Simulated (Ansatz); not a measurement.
Two structures of CH$_{6}$B, doublet, reached by relaxing down either side of one saddle point (PBE0-D4/def2-TZVP). Energies are electronic, without zero-point energy. Program: Ansatz 0.2.0. Basis: def2-TZVPP and def2-QZVPP. Cores are frozen in the correlated methods; orbitals are unrestricted. Extrapolation: Hartree–Fock as exp(−7.88 √X), correlation as X^−2.97. First:

H1  (0.445, 1.119, -0.407)
B2  (0.891, 0.046, 0.103)
C3  (-0.801, -0.090, -0.073)
H4  (1.265, 0.186, 1.230)
H5  (1.525, -0.610, -0.670)
H6  (-1.390, 0.573, 0.553)
H7  (-1.162, -0.121, -1.096)
H8  (-0.771, -1.104, 0.359)
(Å)

Second:

| atom | x (Å) | y (Å) | z (Å) |
| --- | --- | --- | --- |
| H1 | 0.0436 | 0.3863 | -0.4815 |
| B2 | 1.3937 | -0.1927 | 0.6431 |
| C3 | -0.9627 | -0.0196 | -0.2592 |
| H4 | 1.4963 | 0.9250 | 1.0429 |
| H5 | 1.8977 | -0.7094 | -0.3049 |
| H6 | -1.2757 | 0.2483 | 0.7465 |
| H7 | -1.6136 | 0.4600 | -0.9934 |
| H8 | -0.9791 | -1.0979 | -0.3933 |

(1) Which bonds change from the first to the second?

(2) Give the saddle point's structure and its height above each. (Judge from chemistry; the value comes from the calculation.)

T1 diagnostic: at most 0.014. ⟨S²⟩ of the unrestricted Hartree–Fock references: 0.75 to 0.76 (a pure state has 0.75). The end structure is not quite a true minimum (one mode of 38i cm⁻¹).

Results:

(1) CH₆B ([BH3][CH3]) → BH₂ + CH₄; bonds formed: H1–C3; bonds broken: H1–B2, B2–C3.

(2) By the calculation: 0.388 eV above the first and 0.122 eV above the second (CCSD(T) at an estimated basis limit (MP2 extrapolated from triple and quadruple zeta, plus CCSD(T) − MP2 in triple zeta)).
H1  (0.150, 0.439, -0.481)
B2  (1.133, -0.134, 0.485)
C3  (-0.846, -0.048, -0.186)
H4  (1.353, 0.900, 1.032)
H5  (1.746, -0.738, -0.336)
H6  (-1.212, 0.245, 0.792)
H7  (-1.439, 0.454, -0.961)
H8  (-0.883, -1.120, -0.345)
(Å)

Labels in which every atom is bracketed show which atoms are joined, not bond orders.

For scale, one of the runs: CCSD(T)/def2-TZVPP, 146 basis functions (an equivalent command: `ansatz run in.yaml --threads 2`). The run took 31 s on 2 CPU threads (shared host), with 2.1 GiB of host memory at its peak.
